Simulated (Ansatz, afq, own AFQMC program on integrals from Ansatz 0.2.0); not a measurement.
BNH, quartet → BNH⁺, triplet

```xyz
3

B     0.0000   -0.1852    0.7730
N     0.0000    0.0874   -0.7050
H     0.0000    0.7718    1.5065
```

Connectivity, by distances: BH–N.

E(triplet, charge +1) − E(quartet, charge +0) at this geometry, on UHF and UHF determinants.

Basis cc-pVDZ. Only valence electrons are correlated. Integrals, coupled cluster, full CI and functionals: Ansatz 0.2.0; the random walks run on the same integrals in our own AFQMC program. ph-AFQMC/CISD is guided by a CISD state made of CCSD amplitudes; releasing the constraint for a short imaginary time cuts its bias at the price of noise, slowly where states lie close. ± is one standard error of the sampling. The errors of all members are added in quadrature.

No full CI on the walks' own integrals is used here; CCSDTQ serves as the reference and is uncertain by about the last step of the cluster series. Each member takes its own surest rung, up to full CI.

The best estimate is CCSD(T) at the basis-set limit (CBS: def2-TZVPP and def2-QZVPP, with their diffuse functions for anions and beside diffuse sets, CCSD(T) itself extrapolated) plus the step from CCSD(T) to CCSDTQ in cc-pVDZ. Rows without CBS are in cc-pVDZ, the functionals in def2-TZVP; B2PLYP and the wave-function rows carry a basis error of their own. Core correlation and relativity beyond core potentials are missing, and ± holds the sampling alone.

Cautions: BNH (quartet): lower spins were not checked; BNH⁺ (triplet): lower spins were not checked, raised T1 diagnostic (T1 0.043, weight of the determinant 0.89, largest double 0.06), its ph-AFQMC/CISD value lies 28 ± 4 meV above CCSDTQ; this needn't be the first ionization.

```json
{"level": "PBE", "vertical ionization energy (eV)": "8.874"}
{"level": "r2SCAN", "vertical ionization energy (eV)": "9.092"}
{"level": "PBE0", "vertical ionization energy (eV)": "9.078"}
```

(1) From these cheaper values, estimate the vertical ionization energy at the level of the best estimate.

(1) 8.951 eV (best estimate, highest rung CCSDTQ).

| level | vertical ionization energy (eV) | error against the best estimate (eV) |
| --- | --- | --- |
| HF | 8.880 | -0.072 |
| MP2 | 8.794 | -0.158 |
| CCSD | 8.746 | -0.205 |
| CCSD(T) | 8.679 | -0.273 |
| CCSDT | 8.661 | -0.290 |
| CCSDT(Q) | 8.651 | -0.300 |
| CCSDTQ | 8.656 | -0.295 |
| ph-AFQMC/CISD | 8.673 ± 0.005 | -0.278 ± 0.005 |
| released AFQMC | 8.659 ± 0.005 | -0.293 ± 0.005 |
| HF/CBS | 8.952 | 0.001 |
| MP2/CBS | 9.038 | 0.087 |
| CCSD(T)/CBS | 8.974 | 0.023 |
| B3LYP | 9.043 | 0.091 |
| wB97M-V | 8.814 | -0.137 |
| B2PLYP | 8.939 | -0.012 |

Correlation beyond CCSD(T) takes off 0.023 eV. Going to the basis-set limit adds 0.295 eV at CCSD(T). The perturbative (T) step is worth −0.068 eV. The functionals spread over 0.278 eV; B2PLYP comes nearest and r2SCAN is 0.141 eV too high.

Best estimates are given only where the step beyond CCSD(T) is under 0.3 eV and no member's determinant is very poor (T1 over 0.05, or 0.07 for open shells, ⟨S²⟩ too high by 0.3, two states mixed), so the hardest cases are missing from such tables.

The functionals ran in a triple-zeta set and keep a basis error of their own, a few kJ/mol for each bond in atomization energies and more for double hybrids, so close places among them and the extrapolated levels can swap.

CCSDT and higher add their correlation energy to the determinant of the CCSD(T) run, since their own runs factorise the integrals more tightly (a shift of under 2 meV). Each member of a difference takes its own highest rung, so a best estimate needn't equal the limit plus the step of one row. A walk keeps the symmetry of its determinant, which the program's search chose and which needn't be the lowest solution, so a lower state of the same spin and another symmetry isn't excluded. Released energies are given only where the last usable release times agree within the noise; a slower fall can still hide under it.
